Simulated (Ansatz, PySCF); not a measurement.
Isomers of C2H6O. All species are isolated molecules in the gas phase. One relaxed conformer stands for each flexible species; it need not be the lowest. Strings in code marks are SMILES.

Quantity: electronic energy of isomers of C2H6O relative to `CCO` (C–C–O–H torsion 58°), in kcal/mol.

Level 1: frozen-core CCSDT(Q)/6-31g // PBE0-D3(BJ)/def2-TZVP (Ansatz, an electronic-structure program)
Level 2: CAM-B3LYP/cc-pVTZ // PBE0-D3(BJ)/def2-TZVP (Ansatz)
Level 3: LDA/cc-pVTZ // PBE0-D3(BJ)/def2-TZVP (Ansatz)
Level 4: PBE-D3(BJ)/def2-TZVP // PBE0-D3(BJ)/def2-TZVP (PySCF)

```
species  level 1  level 2  level 3  level 4
-------  -------  -------  -------  -------
`COC`       11.8     10.3     11.3     10.8
```
